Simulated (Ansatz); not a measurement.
**The cluster BeBr₂: the relaxed shape and its frontier levels**

What does the cluster BeBr₂ look like as a singlet, and where do its frontier electrons sit?

Method: RKS PBE0-D4/def2-TZVP; program: Ansatz 0.2.0, Gaussian basis.

Levels to be run: relaxation at PBE-D4/def2-TZVP; a single point at PBE0-D4/def2-TZVP.

**1. Starting geometry**

3 atoms, charge 0, spin multiplicity 1.

Atoms are counted from 1 here; the program's logs count them from 0.

Bond lengths: Be1–Br2 1.948 Å, Be1–Br3 1.948 Å. Angles: Br2–Be1–Br3 180.0°.

The start is a GFN2-xTB geometry.

**2. Optimising with PBE-D4/def2-TZVP**

Input file in.yaml:

```yaml
crystal:
  periodic: [false, false, false]
  atoms:
    - {symbol: Be, position_ang: [-0.000170, -0.000170, 0.000190]}
    - {symbol: Br, position_ang: [-1.516490, 0.548420, -1.092510]}
    - {symbol: Br, position_ang: [1.516660, -0.548260, 1.092320]}
basis:
  gaussian: {orbitals: def2-TZVP}
hamiltonian: {xc: pbe, dispersion: d4}
scf: {lower_state_search: "off"}
output: {orbitals: {seedname: orbitals}}
relax: {f_tol: 0.02, max_steps: 100}
```

Started as:

```sh
$ ansatz run in.yaml --threads 4 --pin off --events-out ev --progress --plain --max-ram 3916MiB
```

After this run come: Single point, PBE0-D4/def2-TZVP.

Before running them: what should the planned runs give, taken together? Wanted: point group; commonest bond; HOMO, LUMO at PBE0-D4/def2-TZVP; dipole at PBE-D4/def2-TZVP.

The runs gave:

```
                       quantity                            value
                    point group                              D∞h
                 commonest bond  Be–Br, 2 of mean length 1.960 Å
HOMO, LUMO at PBE0-D4/def2-TZVP                  -8.85, -0.60 eV
     dipole at PBE-D4/def2-TZVP                           0.00 D
```

**Reading.** The molecule keeps its bonding pattern by the stored test; the atoms moved 0.01 Å (rms). No usable vibrations, so a minimum isn't proven. The HOMO lies nearest to Br2, Br3 about 48 % each and the LUMO to Be1 51 %; Br2, Br3 about 25 % each. Whether this spin is the lowest isn't tested here.
